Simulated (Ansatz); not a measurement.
C2H5NO can be A, `CC(N)=O`, or B, `C/C=N/O`.

Isolated molecules relaxed with PBE0-D4/def2-TZVP in Ansatz; ΔE leaves out vibrations. CCSD(T)/CBS adds triple-zeta CCSD(T) − MP2 to the extrapolated MP2 energy (def2 sets, frozen cores). DFT in def2-TZVPP. B3LYP here is the variant with VWN-RPA as its local correlation; programs differ in this. Each species was taken in one conformer, which may not be the lowest.

Problem. Which isomer does CCSD(T)/CBS put lower? Give the gap. (Estimate.)

Solution. Computed: A, by 216.0 kJ/mol.

Problem. Give E(B) − E(A) in kJ/mol with B3LYP-D4, ωB97M-V, MP2/def2-TZVPP, BLYP-D4, B3LYP, CCSD(T)/def2-TZVPP, HF/def2-TZVPP. (Best estimate.)

Solution. Computed: B3LYP-D4 219.8, ωB97M-V 221.7, MP2/def2-TZVPP 228.1, BLYP-D4 209.6, B3LYP 218.4, CCSD(T)/def2-TZVPP 214.1, HF/def2-TZVPP 243.2. None reverses the order clearly.

Problem. Does the order hold for the free energy at 298.15 K (harmonic terms from PBE0-D4)? (Estimate.)

Solution. Computed: Yes: G(B) − G(A) = +219.3 kJ/mol, for one conformer each. Modes under 60 cm⁻¹, often nearly free rotors, make the harmonic entropy too high.

Largest T1 diagnostic: 0.014.

From PBE to PBE0 (25 % exact exchange), in def2-TZVPP and without D4, E(B) − E(A) moves by +11.4 kJ/mol. In def2-TZVPP, CCSD(T) changes the Hartree–Fock value by −29.1 kJ/mol (the triples alone add −3.7 kJ/mol) and MP2 by −15.2 kJ/mol.
